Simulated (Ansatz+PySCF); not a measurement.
A calculation with PySCF 2.14.0.

```python
from pyscf import gto, scf, mp

# the (T+d) and (D+d) sets load through basis_set_exchange
mol = gto.M(atom="""
C -1.389740 0.430150 0.020910
S 0.110170 -0.609140 -0.019050
C 1.354890 0.581850 0.041790
H -2.245700 -0.242850 -0.024800
H -1.426500 1.004720 0.946390
H -1.412590 1.098920 -0.840450
H 1.163140 1.596650 -0.279530
H 2.368000 0.216860 0.126900
""", basis={'C': 'cc-pvtz', 'H': 'cc-pvtz', 'S': 'cc-pv(t+d)z'}, charge=0, spin=1)
mf = scf.UHF(mol)
mf.kernel()
pt = mp.MP2(mf, frozen=7).run()
print(mf.e_tot, pt.e_corr, pt.e_tot)
```

The script is written out from the run's settings.

The run gave:

```yaml
Converged: yes
Reference_energy: -476.17852 hartree
Correlation_energy: -0.50365 hartree
Total_energy: -476.68217 hartree
Spin_squared_of_the_determinant: 0.771
```
